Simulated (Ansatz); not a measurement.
## Changing the shape of B2N, doublet

Computed with Ansatz's Gaussian-basis code (development build). Settings: cc-pVDZ; 3 core orbitals frozen; no relativity. On stretched bonds single-reference methods can fail or change state.

Case A:

```xyz
3

N     0.0000    0.0000    0.0000
B     0.0000    0.0000    1.3600
B     0.0000    0.0000   -1.3000
```

Case B:

| atom | x (Å) | y (Å) | z (Å) |
| --- | --- | --- | --- |
| N | 0.0000 | 0.0000 | 0.0000 |
| B | 0.0000 | 0.0000 | 1.3300 |
| B | 0.0000 | 0.0000 | -1.3300 |

Case C:

```xyz
3

N     0.0000    0.0000    0.0000
B     0.0000    0.0000    1.3450
B     0.0000    0.0000   -1.3150
```

Case D:

```tsv
atom	x (Å)	y (Å)	z (Å)
N	0.0000	0.0000	0.0000
B	0.0000	0.0000	1.3900
B	0.0000	0.0000	-1.2700
```

Energy less that of case A, in eV:

| case | RCCSD(T) |
| --- | --- |
| B | -0.032 |
| C | -0.039 |
| D | -0.009 |

Give the UCCSD(T) energies against case A.

B: +0.078 eV; C: +0.033 eV; D: -0.012 eV.
